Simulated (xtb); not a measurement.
xtb input (GFN2-xTB):

```bash
xtb mol.xyz --gfn 2 --ohess tight --chrg 1 --uhf 0
```
mol.xyz:
```
6

O     -0.61304478    -0.40951464     0.12529954
C      0.45222968     0.39517563     0.13038248
O      1.60487654     0.14990009     0.12203072
H     -0.22902636    -1.35982626     0.06727020
H      0.10975148     1.46373879     0.12458812
H     -1.38172899    -0.25719119    -0.53003029
```

Output:

```
           -------------------------------------------------
          |                Calculation Setup                |
           -------------------------------------------------

           -------------------------------------------------
          |                 G F N 2 - x T B                 |
           -------------------------------------------------

        Reference                      10.1021/acs.jctc.8b01176
      * Hamiltonian:
        H0-scaling (s, p, d)           1.850000    2.230000    2.230000
        zeta-weighting                 0.500000
      * Dispersion:
        s8                             2.700000
        a1                             0.520000
        a2                             5.000000
        s9                             5.000000
      * Repulsion:
        kExp                           1.500000    1.000000
        rExp                           1.000000
      * Coulomb:
        alpha                          2.000000
        third order                    shell-resolved
        anisotropic                    true
        a3                             3.000000
        a5                             4.000000
        cn-shift                       1.200000
        cn-exp                         4.000000
        max-rad                        5.000000

          ...................................................
          :                      SETUP                      :
          :.................................................:
          :  # basis functions                  15          :
          :  # atomic orbitals                  15          :
          :  # shells                            9          :
          :  # electrons                        18          :
          :  max. iterations                   250          :
          :  Hamiltonian                  GFN2-xTB          :
          :  restarted?                      false          :
          :  GBSA solvation                  false          :
          :  PC potential                    false          :
          :  electronic temp.          300.0000000     K    :
          :  accuracy                    1.0000000          :
          :  -> integral cutoff          0.2500000E+02      :
          :  -> integral neglect         0.1000000E-07      :
          :  -> SCF convergence          0.1000000E-05 Eh   :
          :  -> wf. convergence          0.1000000E-03 e    :
          :  Broyden damping             0.4000000          :
          :  net charge                          1          :
          :  unpaired electrons                  0          :
          ...................................................

 iter      E             dE          RMSdq      gap      omega  full diag
   1    -11.3066577 -0.113067E+02  0.570E+00    5.09       0.0  T
   2    -11.3358883 -0.292306E-01  0.320E+00    4.54       1.0  T
   3    -11.3371018 -0.121348E-02  0.161E+00    4.72       1.0  T
   4    -11.3381625 -0.106068E-02  0.353E-01    4.51       1.0  T
   5    -11.3384920 -0.329536E-03  0.116E-01    4.57       1.0  T
   6    -11.3385002 -0.812956E-05  0.237E-02    4.57       1.7  T
[...]
           -------------------------------------------------

      molecular mass/u    :       47.0333680
   center of mass at/Å    :        0.4529554       0.0078681       0.1148271
  moments of inertia/u·Å² :        0.8011507E+01   0.4839605E+02   0.5600670E+02
rotational constants/cm⁻¹ :        0.2104177E+01   0.3483266E+00   0.3009931E+00

 * 4 selected distances

     #   Z          #   Z                                           value/Å
     2   6 C        3   8 O                                       1.1457786 (max)
     1   8 O        4   1 H                                       0.9870607
     2   6 C        5   1 H                                       1.0896463
     1   8 O        6   1 H                                       0.9823090 (min)

 * 3 distinct bonds (by element types)

   Z      Z             #   av. dist./Å        max./Å        min./Å
   1 H    6 C           1     1.0896463     1.0896463     1.0896463
   1 H    8 O           2     0.9846849     0.9870607     0.9823090
   6 C    8 O           1     1.1457786     1.1457786     1.1457786

           -------------------------------------------------
          |               Frequency Printout                |
           -------------------------------------------------
 projected vibrational frequencies (cm⁻¹)
eigval :       -0.00    -0.00    -0.00     0.00     0.00     0.00
eigval :      276.21   444.03   563.35   595.99   846.14   909.61
eigval :     1173.80  1321.53  1978.44  2979.04  3190.10  3245.97
 reduced masses (amu)
   1:  8.29   2: 13.90   3: 13.89   4: 15.14   5: 12.54   6: 13.29   7:  2.70   8: 11.93
   9:  7.60  10:  6.33  11:  6.63  12:  5.34  13:  2.29  14:  2.27  15: 13.06  16:  2.22
  17:  1.85  18:  1.83
 IR intensities (km·mol⁻¹)
   1: 39.72   2: 20.89   3:  4.03   4:  1.01   5: 20.77   6: 36.71   7: 94.12   8: 59.93
   9:477.02  10:244.46  11: 75.31  12:  6.05  13: 12.35  14:190.67  15:338.92  16: 11.50
  17:193.42  18:219.97
 Raman intensities (Ä⁴*amu⁻¹)
   1:  0.00   2:  0.00   3:  0.00   4:  0.00   5:  0.00   6:  0.00   7:  0.00   8:  0.00
   9:  0.00  10:  0.00  11:  0.00  12:  0.00  13:  0.00  14:  0.00  15:  0.00  16:  0.00
  17:  0.00  18:  0.00
 output can be read by thermo (or use thermo option).
 writing <g98.out> molden fake output.
 recommended (thermochemical) frequency scaling factor: 1.0
Molecule has no symmetry elements
It seems to be the C1 point group
Note: The following floating-point exceptions are signalling: IEEE_DENORMAL
normal termination of xtb
           -------------------------------------------------
          |             Thermodynamic Functions             |
           -------------------------------------------------

c1  symmetry found (for desy threshold:  0.10E+00) used in thermo

          ...................................................
          :                      SETUP                      :
          :.................................................:
          :  # frequencies                          12      :
          :  # imaginary freq.                       0      :
          :  linear?                             false      :
          :  only rotor calc.                    false      :
          :  symmetry                               c1      :
          :  rotational number                       1      :
          :  scaling factor                  1.0000000      :
          :  rotor cutoff                   50.0000000 cm⁻¹ :
          :  imag. cutoff                  -20.0000000 cm⁻¹ :
          :.................................................:

    mode    ω/cm⁻¹     T·S(HO)/kcal·mol⁻¹    T·S(FR)/kcal·mol⁻¹   T·S(vib)
   ------------------------------------------------------------------------
       1    276.21    -0.46423 ( 99.89%)    -0.54975 (  0.11%)    -0.46432
   ------------------------------------------------------------------------

   temp. (K)  partition function   enthalpy   heat capacity  entropy
                                   cal/mol     cal/K/mol   cal/K/mol   J/K/mol
 298.15  VIB   1.81                  759.830      6.680      3.725
         ROT  0.113E+05              888.752      2.981     21.520
         INT  0.203E+05             1648.582      9.661     25.245
         TR   0.312E+27             1481.254      4.968     37.453
         TOT                        3129.8360    14.6293    62.6974   262.3258

       T/K    H(0)-H(T)+PV         H(T)/Eh          T*S/Eh         G(T)/Eh
   ------------------------------------------------------------------------
    298.15    0.498771E-02    0.449108E-01    0.297895E-01    0.151212E-01
   ------------------------------------------------------------------------

         :::::::::::::::::::::::::::::::::::::::::::::::::::::
         ::                  THERMODYNAMIC                  ::
         :::::::::::::::::::::::::::::::::::::::::::::::::::::
         :: total free energy         -11.251435943478 Eh   ::
         ::.................................................::
         :: total energy              -11.266557175800 Eh   ::
         :: zero point energy           0.039923062688 Eh   ::
         :: G(RRHO) w/o ZPVE           -0.024801830365 Eh   ::
         :: G(RRHO) contrib.            0.015121232323 Eh   ::
         :::::::::::::::::::::::::::::::::::::::::::::::::::::

optimized geometry written to: xtbopt.xyz

           -------------------------------------------------
          | TOTAL ENERGY              -11.266557175800 Eh   |
          | TOTAL ENTHALPY            -11.221646401916 Eh   |
          | TOTAL FREE ENERGY         -11.251435943478 Eh   |
          | GRADIENT NORM               0.000204659767 Eh/α |
          | HOMO-LUMO GAP               5.313575487989 eV   |
           -------------------------------------------------

------------------------------------------------------------------------
------------------------------------------------------------------------
 total:
 SCF:
 ANC optimizer:
 analytical hessian:
```

It need not be the lowest isomer of its formula.
